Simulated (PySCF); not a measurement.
# Highest orbital energy against ionisation energy along the second row

Calculated with PySCF 2.14, no spin-orbit coupling. Each cell gives −ε(HOMO) / ΔSCF in eV; NIST values include spin-orbit coupling, (s) semi-empirical, (t) theoretical.

```tsv
species	UHF	LDA	PBE	PBE0	r2SCAN	NIST (lowest levels)
Li (aug-cc-pVQZ with one added diffuse shell each of s, p, d, f, g type, non-relativistic)	5.343 / 5.343	3.164 / 5.470	3.223 / 5.585	3.828 / 5.568	3.258 / 5.390	5.392
Be (aug-cc-pVQZ with one added diffuse shell each of s, p, d, f, g type, non-relativistic)	8.416 / 8.043	5.598 / 9.025	5.610 / 8.998	6.494 / 8.973	5.742 / 8.793	9.323
B (aug-cc-pVQZ with one added diffuse shell each of s, p, d, f, g type, non-relativistic)	8.674 / 8.041	4.112 / 8.644	4.172 / 8.673	5.375 / 8.647	4.587 / 8.770	8.298
C (aug-cc-pVQZ with one added diffuse shell each of s, p, d, f, g type, non-relativistic)	11.946 / 10.799	6.127 / 11.690	6.100 / 11.541	7.652 / 11.514	6.574 / 11.667	11.260
N (aug-cc-pVQZ with one added diffuse shell each of s, p, d, f, g type, non-relativistic)	15.535 / 13.894	8.404 / 15.007	8.305 / 14.731	10.216 / 14.702	8.896 / 14.805	14.534
O (aug-cc-pVQZ with one added diffuse shell each of s, p, d, f, g type, non-relativistic)	14.196 / 12.024	7.450 / 14.003	7.602 / 14.064	9.486 / 13.849	7.923 / 13.716	13.618
F (aug-cc-pVQZ with one added diffuse shell each of s, p, d, f, g type, non-relativistic)	18.502 / 15.652	10.369 / 17.959	10.310 / 17.657	12.571 / 17.446	10.791 / 17.537	17.423
Ne (aug-cc-pVQZ with one added diffuse shell each of s, p, d, f, g type, non-relativistic)	23.147 / 19.660	13.559 / 22.189	13.352 / 21.661	16.002 / 21.451	13.988 / 21.483	21.565
```

Q: How far is −ε(HOMO) from ΔSCF on average for each method, and why?

A: UHF 1.54 eV; LDA -5.65 eV; PBE -5.53 eV; PBE0 -3.82 eV; r2SCAN -5.05 eV. Hartree-Fock orbital energies lack relaxation and so exceed the ΔSCF value; semilocal functionals have convex E(N) from self-interaction, so their HOMO lies far too high; exact exchange moves hybrids part of the way back.
